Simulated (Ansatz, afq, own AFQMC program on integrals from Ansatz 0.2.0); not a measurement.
Two steps: Ansatz 0.2.0 writes the Fock matrix and Cholesky factors of the valence space, and afq projects on them the lowest state that overlaps trial and start.

```yaml
crystal:
  periodic: [false, false, false]
  atoms:
    - {symbol: Cl, position_ang: [0.000000, 0.000000, -1.531333]}
    - {symbol: H, position_ang: [0.000000, 0.000000, 0.075667]}
    - {symbol: S, position_ang: [0.000000, 0.000000, 1.455667]}
basis:
  gaussian: {orbitals: cc-pVTZ}
magnetization: {spin_polarized: true, initial_magnetization: 2}
correlation: {method: ccsd_t, electrons: outside_noble_gas, hamiltonian_folder: ham}
```

```sh
$ ansatz run in.yaml --threads 1 --pin off --events-out ev --progress --plain --max-ram 16896MiB --backend cuda --devices 0, --max-vram 18GiB
```

Options of the walk:

```
--method phaseless --trial cisd --walkers 2600 --populations 20 --least-time 60 --time-step 0.005 --steps-per-block 50 --equilibration-blocks 28 --max-blocks 4000 --target-error 0.00022 --factor-cut 1e-05 --start spin_pure --seed 7320 --release-times 0.24,0.51,0.99,1.62,2.4 --release-step 0.03 --release-every 3 --taylor-order 6
```

Times are imaginary, in 1/Eh. The walk had a cap of 245 s. With eight or more populations the least sampling time is a fifth of least-time, and the error comes from their spread.

Output of the walk:

```
orbitals 72  electrons 8 6  factors 458 of 472
reference energy -857.56409300 Eh
CCSD correlation -0.37499283 Eh in 12 cycles, weight of the determinant in the CISD state 0.8496
energy of the start -857.936670 Eh
 block  time / (1/Eh)  mean weight  energy / Eh
     1     0.250  1.0001  -857.931394
     2     0.500  0.9999  -857.937495
     3     0.750  0.9998  -857.942598
     4     1.000  1.0003  -857.947462
     5     1.250  1.0004  -857.951241
    10     2.500  1.0003  -857.955203
    15     3.750  0.9999  -857.956268
    20     5.000  1.0002  -857.957766
    25     6.250  1.0005  -857.957382
    30     7.500  1.0005  -857.956270
    35     8.750  1.0000  -857.956637
    40    10.000  0.9997  -857.954371
    45    11.250  1.0000  -857.954579
    50    12.500  1.0002  -857.954372
    55    13.750  1.0003  -857.955352
    60    15.000  1.0003  -857.955401
    65    16.250  0.9994  -857.953681
    70    17.500  1.0003  -857.954601
    75    18.750  1.0002  -857.955017
    78    19.500  0.9999  -857.953037
error from the spread of 20 populations
released: time / (1/Eh)  energy / Eh  error  mean overlap
  0.24  -857.955512  0.000203  1.0031
  0.51  -857.954287  0.001315  1.0038
  0.99  -857.956288  0.000292  0.9918
  1.62  -857.956575  0.000300  0.9814
  2.40  -857.956585  0.000426  0.9661
energy -857.955174 +/- 0.000180 Eh
(rows thinned)
```

The run passed its tests (sampling time, drift between the halves within three errors, error under three times the target), which doesn't prove that it has relaxed.

Against this walk (error 4.9 meV) on the same determinant: CCSD(T) 32.2 meV higher, CCSDT(Q) 29.1 meV lower. The error is statistical and leaves out the bias of the constraint. The released energies have errors that jump between times, so the bars are unsure (meV from the phaseless value at times in 1/Eh: -9 ± 6 at 0.24, 24 ± 36 at 0.51, -30 ± 8 at 0.99, -38 ± 8 at 1.62, -38 ± 12 at 2.40), so they give no level; they do show a bias of the constraint, and the last of them that isn't too noisy lies 9 meV below CCSDT(Q). CCSDT(Q) is the surest value here, so the walk's 29 meV above it is most likely the bias of the constraint with this trial, which can have either sign.

Cautions: constraint bias not in the error; lower spins were not checked.

The walk took 110 s on 1 × NVIDIA H100 80GB HBM3 with 2 threads of AMD EPYC 7R13 Processor (Zen 3) (shared host) (the card was shared). The log's last line is the phaseless energy.

CCSDT and higher add their correlation energy to the determinant of the CCSD(T) run, since their own runs factorise the integrals more tightly (a shift of under 2 meV). A walk keeps the symmetry of its determinant, which the program's search chose and which needn't be the lowest solution, so a lower state of the same spin and another symmetry isn't excluded.
